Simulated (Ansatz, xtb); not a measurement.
**Two structures of CH2MgO**

We compare I, a singlet given by its coordinates, with II, a triplet given by its coordinates. Both are isolated molecules in the gas phase, relaxed with B3LYP-D3(BJ)/def2-SVP.

I (Å):

```xyz
5

C     1.7845    0.1525    0.9540
Mg    0.4982    1.3564   -0.1468
O     0.6870   -0.4520    0.8420
H     2.5732   -0.3966    1.5331
H    -0.5014    2.3722   -1.0428
```

Close contacts (Å): C1–Mg2 2.08, C1–O3 1.26, Mg2–O3 2.07, C1–H4 1.12, Mg2–H5 1.68.

II (Å):

```xyz
5

C    -0.6006   -0.9145   -0.2085
Mg    2.0412    0.4149    0.8340
O     0.5031   -0.3478    0.2487
H    -0.8542   -1.9325    0.1138
H    -1.3410   -0.2992   -0.7355
```

Close contacts (Å): C1–O3 1.32, Mg2–O3 1.81, C1–H4 1.10, C1–H5 1.10.

Estimate E(II) − E(I) at the level CCSD(T)/def2-TZVPP.

Calculated at CCSD(T)/def2-TZVPP: E(II) − E(I) = +0.290 eV, so structure I lies lower.

The same difference at several levels:

```json
{"level": "B3LYP-D3(BJ)/def2-SVP", "geometry": "B3LYP-D3(BJ)/def2-SVP", "E(II) − E(I) (eV)": "+0.056", "departure from the last row (eV)": "−0.235", "job, with rough time for the two": "optimisation, 80 s"}
{"level": "HF/def2-TZVPP", "geometry": "B3LYP-D3(BJ)/def2-SVP", "E(II) − E(I) (eV)": "−0.527", "departure from the last row (eV)": "−0.817", "job, with rough time for the two": "part of the CCSD(T) run"}
{"level": "MP2/def2-TZVPP", "geometry": "B3LYP-D3(BJ)/def2-SVP", "E(II) − E(I) (eV)": "+0.159", "departure from the last row (eV)": "−0.132", "job, with rough time for the two": "part of the CCSD(T) run"}
{"level": "CCSD(T)/def2-TZVPP", "geometry": "B3LYP-D3(BJ)/def2-SVP", "E(II) − E(I) (eV)": "+0.290", "departure from the last row (eV)": "", "job, with rough time for the two": "single point, 2.5 min"}
```

HF/def2-TZVPP puts the two in the other order. The largest departure from CCSD(T)/def2-TZVPP is that of HF/def2-TZVPP, 0.817 eV. Levels run at GFN2-xTB geometries aren't shown. The triplet state of II needn't be its ground state.

With harmonic frequencies from B3LYP-D3(BJ)/def2-SVP (ideal gas, rigid rotor, one conformer each, 298.15 K, 1 atm): on the last row, ΔE + ΔZPE = +0.389, ΔH = +0.407, ΔG = +0.345 eV.

Open shells are spin-unrestricted. The correlated steps freeze 3 core orbitals; the last core shell of Mg is correlated, in a basis made for valence electrons. ΔG holds the spin degeneracy. Run with Ansatz 0.2.0; the last row on 1 thread of Intel(R) Xeon(R) Processor @ 2.50GHz (Skylake/Cascade Lake) on a shared host.
